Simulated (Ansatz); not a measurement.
# Si2NH (triplet): relaxing a cheap start

Aim: relax a generated start of Si2NH (triplet) and see which bonds hold.

Program: Ansatz 0.2.0, Gaussian basis. Level of theory: UKS PBE0/def2-TZVP. These are calculated values, not measurements.

## 1. The system as given

4 atoms, charge 0, spin multiplicity 3.

Atoms are counted from 1 here; the program's logs count them from 0.

Bond lengths: Si1–N2 1.642 Å, Si1–H4 1.467 Å, N2–Si3 1.654 Å. Angles: N2–Si1–H4 122.3°, Si1–N2–Si3 177.5°.

Geometry (Å):

```xyz
4

Si   -1.0276   -0.3608   -0.0020
N     0.6137   -0.3087   -0.0017
Si    2.2634   -0.1847   -0.0006
H    -1.8495    0.8542    0.0042
```

The start was built by rule and, where that kept it together, relaxed with GFN2-xTB. Sticks and bond lists go by distance. 

## 2. Relaxation

in.yaml

```yaml
crystal:
  periodic: [false, false, false]
  atoms:
    - {symbol: Si, position_ang: [-1.027595, -0.360803, -0.001953]}
    - {symbol: N, position_ang: [0.613721, -0.308725, -0.001654]}
    - {symbol: Si, position_ang: [2.263372, -0.184702, -0.000581]}
    - {symbol: H, position_ang: [-1.849497, 0.854230, 0.004188]}
basis:
  gaussian: {orbitals: def2-TZVP}
magnetization: {spin_polarized: true, initial_magnetization: 2}
hamiltonian: {xc: pbe0}
relax: {f_tol: 0.004, max_steps: 80}
```

On the command line:

```bash
$ ansatz run in.yaml --threads 1 --pin off --events-out ev --progress --plain --max-ram 2176MiB
```

Before running it: what results should come out? Wanted: energy gained; shift from the start; total energy; dipole moment; ⟨S²⟩.

As calculated:

| quantity | value |
| --- | --- |
| steps | 6 |
| energy gained | 0.088 eV |
| shift from the start (rms) | 0.051 Å |
| total energy | -17251.5656 eV |
| dipole moment | 0.46 D |
| ⟨S²⟩ | 2.022 |

The bonds of the start are those of the end. N2–Si3 went from 1.654 to 1.593 Å. No vibrations were run, so this is a stationary point, not a proven minimum, and this spin need not be the ground state's.
